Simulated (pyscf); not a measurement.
Structures and frequencies: ωB97X-D3(BJ)/def2-SVP in PySCF. Correlated levels are frozen-core, on RHF or UHF. ΔMP2 is the change of the MP2 total energy from the triple- to the quadruple-zeta basis.

Q: For HO–B(OH)–OH + H• → H₂O + [HO–B–OH]•, a substitution at O (doublet surface; B–O broken, H–O formed), PBE/def2-TZVP gives ΔE‡ = 27.8 kcal/mol and ΔE = +26.5 kcal/mol (zero: the separated reactants). In which direction and how far do B3LYP-D3(BJ)/def2-TZVP, PBE0-D3(BJ)/def2-TZVP, CCSD(T)/def2-TZVPP + ΔMP2(QZVPP) move these?

A: B3LYP-D3(BJ): ΔE‡ = 32.4 kcal/mol, ΔE = +26.8 kcal/mol; PBE0-D3(BJ): ΔE‡ = 34.2 kcal/mol, ΔE = +28.9 kcal/mol; CCSD(T): ΔE‡ = 38.2 kcal/mol, ΔE = +27.4 kcal/mol. PBE's barrier lies under all of them, by 4.7 to 10.5 kcal/mol. Its reaction energy lies under all of them, by 0.3 to 2.4 kcal/mol. Low barriers are usual for a GGA, whose delocalisation error favours stretched bonds. This is the saddle that the search found; another between the same sides may lie lower. The angle at the attacked O is 118°. The CCSD(T) − MP2 part came from Ansatz, without density fitting, on the same reference.
